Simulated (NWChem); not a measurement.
System: P, quartet

NWChem input:

```
start job
memory heap 200 mb stack 900 mb global 1100 mb
geometry units angstroms noautoz
  P      0.000000     0.000000     0.000000
end
basis spherical
  * library 3-21g
end
dft
  odft
  mult 4
  xc hfexch
  iterations 150
  mulliken
end
task dft energy
```

Parts of the log:

```
             Northwest Computational Chemistry Package (NWChem) 7.3.0
             --------------------------------------------------------

                             Geometry "geometry" -> ""
                             -------------------------

 Output coordinates in angstroms (scale by  1.889725989 to convert to a.u.)

  No.       Tag          Charge          X              Y              Z
 ---- ---------------- ---------- -------------- -------------- --------------
    1 P                   15.0000     0.00000000     0.00000000     0.00000000

 Effective nuclear repulsion energy (a.u.)       0.0000000000

  xc_inp: hfexch multiplicative factor not found.

                                 NWChem DFT Module
                                 -----------------

 Summary of "ao basis" -> "ao basis" (spherical)
 ------------------------------------------------------------------------------
       Tag                 Description            Shells   Functions and Types
 ---------------- ------------------------------  ------  ---------------------
 P                           3-21g                   7       13   4s3p

            General Information
            -------------------
          SCF calculation type: DFT
          Wavefunction type:  spin polarized.
          No. of atoms     :     1
          No. of electrons :    15
           Alpha electrons :     9
            Beta electrons :     6
          Charge           :     0
          Spin multiplicity:     4
          Use of symmetry is: off; symmetry adaption is: off
          Maximum number of iterations: 150
          AO basis - number of functions:    13
                     number of shells:     7
          Convergence on energy requested:  1.00D-06
          Convergence on density requested:  1.00D-05
          Convergence on gradient requested:  5.00D-04

              XC Information
              --------------
                     Hartree-Fock (Exact) Exchange  1.000

      Superposition of Atomic Density Guess
      -------------------------------------

 Sum of atomic energies:        -338.94113934

      Non-variational initial energy
      ------------------------------

 Total energy =    -338.650322
 1-e energy   =    -469.542880
 2-e energy   =     130.892558
 HOMO         =      -0.161571
 LUMO         =      -0.161571

     ---------------------------------------------
      Total Density - Mulliken Population Analysis
     ---------------------------------------------

    Atom       Charge   Shell Charges
 -----------   ------   -------------------------------------------------------
    1 P   15    15.00   2.00  1.98  5.86  0.90  1.28  1.13  1.86

     --------------------------------------------
      Spin Density - Mulliken Population Analysis
     --------------------------------------------

    Atom       Charge   Shell Charges
 -----------   ------   -------------------------------------------------------
    1 P   15     3.00   0.00  0.00  0.03  0.00  1.09  0.00  1.87

   convergence    iter        energy       DeltaE   RMS-Dens  Diis-err
 ---------------- ----- ----------------- --------- --------- ---------
 d= 0,ls=0.0,diis     1   -338.9910507497 -3.39D+02  1.43D-02  1.52D-02
                                                     2.99D-03  4.81D-04
 d= 0,ls=0.0,diis     2   -338.9995959206 -8.55D-03  1.98D-03  3.54D-04
                                                     2.85D-03  5.32D-04
 d= 0,ls=0.0,diis     3   -339.0000121781 -4.16D-04  8.80D-04  3.22D-05
                                                     1.45D-03  5.21D-05
 d= 0,ls=0.0,diis     4   -339.0000752260 -6.30D-05  2.31D-04  1.41D-06
                                                     4.43D-04  3.27D-06
 d= 0,ls=0.0,diis     5   -339.0000787518 -3.53D-06  3.35D-05  3.95D-08
                                                     2.32D-05  7.26D-09
 d= 0,ls=0.0,diis     6   -339.0000787771 -2.54D-08  1.07D-06  4.40D-11
                                                     2.12D-07  2.67D-11

         Total DFT energy =     -339.000078777139
      One electron energy =     -469.688047184534
           Coulomb energy =      153.314588139928
    Exchange-Corr. energy =      -22.626619732534
 Nuclear repulsion energy =        0.000000000000

 Numeric. integr. density =        0.000000000000

                    DFT Final Alpha Molecular Orbital Analysis
                    ------------------------------------------

 Vector    7  Occ=1.000000D+00  E=-3.901722D-01
              MO Center= -2.4D-17, -3.8D-17,  8.7D-17, r^2= 1.8D+00
   Bfn.  Coefficient  Atom+Function         Bfn.  Coefficient  Atom+Function
  ----- ------------  ---------------      ----- ------------  ---------------
    13      0.527704  1 P  pz                 9      0.470931  1 P  pz
    12     -0.229150  1 P  py                 5     -0.225915  1 P  pz
     8     -0.204497  1 P  py                11     -0.145638  1 P  px
     7     -0.129969  1 P  px                 4      0.098101  1 P  py
     3      0.062349  1 P  px

 Vector    8  Occ=1.000000D+00  E=-3.901722D-01
              MO Center=  6.0D-17, -2.3D-16, -8.1D-17, r^2= 1.8D+00
   Bfn.  Coefficient  Atom+Function         Bfn.  Coefficient  Atom+Function
  ----- ------------  ---------------      ----- ------------  ---------------
    12      0.541579  1 P  py                 8      0.483313  1 P  py
     4     -0.231855  1 P  py                13      0.195505  1 P  pz
     9      0.174472  1 P  pz                11     -0.143742  1 P  px
     7     -0.128277  1 P  px                 5     -0.083697  1 P  pz
     3      0.061537  1 P  px

 Vector    9  Occ=1.000000D+00  E=-3.901722D-01
              MO Center= -8.9D-17, -1.3D-17, -3.0D-17, r^2= 1.8D+00
   Bfn.  Coefficient  Atom+Function         Bfn.  Coefficient  Atom+Function
  ----- ------------  ---------------      ----- ------------  ---------------
    11      0.557064  1 P  px                 7      0.497132  1 P  px
     3     -0.238484  1 P  px                13      0.188409  1 P  pz
     9      0.168139  1 P  pz                 5     -0.080660  1 P  pz
    12      0.079837  1 P  py                 8      0.071248  1 P  py
     4     -0.034179  1 P  py

 Vector   10  Occ=0.000000D+00  E= 5.084452D-01
              MO Center= -4.7D-16,  1.2D-15,  1.4D-16, r^2= 2.5D+00
   Bfn.  Coefficient  Atom+Function         Bfn.  Coefficient  Atom+Function
  ----- ------------  ---------------      ----- ------------  ---------------
     6      1.817816  1 P  s                 10     -1.707762  1 P  s
     2     -0.267779  1 P  s                  1      0.069887  1 P  s

 Vector   11  Occ=0.000000D+00  E= 5.997467D-01
              MO Center=  3.6D-16,  6.9D-17, -7.0D-17, r^2= 2.8D+00
   Bfn.  Coefficient  Atom+Function         Bfn.  Coefficient  Atom+Function
  ----- ------------  ---------------      ----- ------------  ---------------
     7      1.237733  1 P  px                11     -1.147117  1 P  px
     3     -0.333344  1 P  px                 9     -0.242660  1 P  pz
     8      0.238233  1 P  py                13      0.224895  1 P  pz
    12     -0.220792  1 P  py                 5      0.065353  1 P  pz
     4     -0.064161  1 P  py

 Vector   12  Occ=0.000000D+00  E= 5.997467D-01
              MO Center=  2.6D-16, -1.3D-15,  1.1D-16, r^2= 2.8D+00
   Bfn.  Coefficient  Atom+Function         Bfn.  Coefficient  Atom+Function
  ----- ------------  ---------------      ----- ------------  ---------------
     8      1.251069  1 P  py                12     -1.159476  1 P  py
     4     -0.336936  1 P  py                 7     -0.263271  1 P  px
    11      0.243997  1 P  px                 9     -0.114619  1 P  pz
    13      0.106227  1 P  pz                 3      0.070904  1 P  px
     5      0.030869  1 P  pz

                     DFT Final Beta Molecular Orbital Analysis
                     -----------------------------------------

 Vector    4  Occ=1.000000D+00  E=-5.321997D+00
              MO Center= -8.5D-17,  5.1D-17,  8.2D-17, r^2= 8.3D-02
   Bfn.  Coefficient  Atom+Function         Bfn.  Coefficient  Atom+Function
  ----- ------------  ---------------      ----- ------------  ---------------
     3      0.639651  1 P  px                 5     -0.622721  1 P  pz
     4     -0.387727  1 P  py                 7      0.057124  1 P  px
     9     -0.055612  1 P  pz                 8     -0.034626  1 P  py

 Vector    5  Occ=1.000000D+00  E=-5.321997D+00
              MO Center=  3.8D-17,  3.5D-18,  3.7D-17, r^2= 8.3D-02
   Bfn.  Coefficient  Atom+Function         Bfn.  Coefficient  Atom+Function
  ----- ------------  ---------------      ----- ------------  ---------------
     3      0.697212  1 P  px                 5      0.676021  1 P  pz
     4      0.064478  1 P  py                 7      0.062264  1 P  px
     9      0.060372  1 P  pz

 Vector    6  Occ=1.000000D+00  E=-5.536452D-01
              MO Center= -1.5D-17,  8.9D-17,  1.3D-16, r^2= 1.3D+00
   Bfn.  Coefficient  Atom+Function         Bfn.  Coefficient  Atom+Function
  ----- ------------  ---------------      ----- ------------  ---------------
    10      0.639629  1 P  s                  6      0.456048  1 P  s
     2     -0.398204  1 P  s                  1      0.072677  1 P  s

 Vector    7  Occ=0.000000D+00  E= 6.424115D-02
              MO Center=  5.2D-17,  6.8D-18, -8.3D-18, r^2= 2.2D+00
   Bfn.  Coefficient  Atom+Function         Bfn.  Coefficient  Atom+Function
  ----- ------------  ---------------      ----- ------------  ---------------
    11      0.757404  1 P  px                 7      0.314417  1 P  px
     3     -0.192447  1 P  px                13     -0.120875  1 P  pz
    12      0.098428  1 P  py                 9     -0.050178  1 P  pz
     8      0.040860  1 P  py                 5      0.030713  1 P  pz
     4     -0.025009  1 P  py

[...]
```

Level: UHF/3-21G. No stability test was run on the SCF state.
